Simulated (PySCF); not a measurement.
Species: CH8BN.
Atom-mapped SMILES: `[BH3-:1][NH2+:2][CH3:3]` (hydrogens: H4, H5, H6 on B1; H7, H8 on N2; H9, H10, H11 on C3)

Method: PBE0-D3(BJ)/def2-SVP geometry optimisation, gas phase in PySCF 2.14.0; density fitting, grid level 1; the optimiser is geomeTRIC in internal coordinates, started from a GFN2-xTB structure with every atom displaced at random (about 0.01 Å).

Step 0: E = -3327.2324 eV
```
atom  x, y, z in Å  |  force x, y, z in eV/Å
B1      1.2776    0.4535   -0.1626   -0.960   0.315  -0.242
N2      0.0283   -0.6163   -0.0034    0.384   0.630   0.154
C3     -1.3058   -0.0170    0.1530    1.071   0.027   1.044
H4      2.2758   -0.1804   -0.2910    0.582  -0.563  -0.042
H5      1.0011    1.1079   -1.1523   -0.027   0.078  -0.208
H6      1.2526    1.1347    0.8283    0.016   0.225   0.495
H7      0.2830   -1.1831    0.8045   -0.180  -0.220  -0.074
H8      0.0804   -1.1899   -0.8362   -0.097  -0.394  -0.135
H9     -2.0719   -0.7629    0.2879   -0.575  -0.573  -0.038
H10    -1.2769    0.6221    1.0519   -0.016  -0.029  -0.200
H11    -1.5059    0.6055   -0.6959   -0.198   0.505  -0.753
```

Q: Estimate the geometry and energy of step 1. (The exact step hangs on the optimiser's Hessian estimate; all steps are aligned on step 0, rigid shifts and turns removed.)

A: E = -3327.3000 eV, largest force 0.347 eV/Å
```
atom  x, y, z in Å  |  force x, y, z in eV/Å
B1      1.2410    0.4733   -0.1673    0.336  -0.087   0.007
N2      0.0551   -0.6126    0.0015   -0.145  -0.146  -0.007
C3     -1.2690   -0.0121    0.1660   -0.253   0.004  -0.181
H4      2.2699   -0.1941   -0.2961   -0.084   0.111   0.015
H5      0.9663    1.1230   -1.1687   -0.029  -0.005  -0.028
H6      1.2327    1.1504    0.8557   -0.011  -0.027   0.000
H7      0.2690   -1.2185    0.7971    0.033   0.086  -0.013
H8      0.0651   -1.2276   -0.8161    0.005   0.081   0.031
H9     -2.0672   -0.7672    0.2715    0.100   0.044  -0.025
H10    -1.2539    0.6334    1.0500    0.029   0.044   0.079
H11    -1.4708    0.6262   -0.7093    0.019  -0.105   0.122
```

The energy changes by -0.0676 eV. The first-order estimate −F·Δx gives -0.1738 eV and the mean of the old and new forces, exact on a quadratic surface, -0.0682 eV. The step makes an angle of 55° with the force vector and moves no atom by more than 0.045 Å.

The cost below is that of the whole optimisation. The run took 8.6 s on an Arm Neoverse V2 with one thread, shared host, and the process peaked at 0.35 GiB of memory.
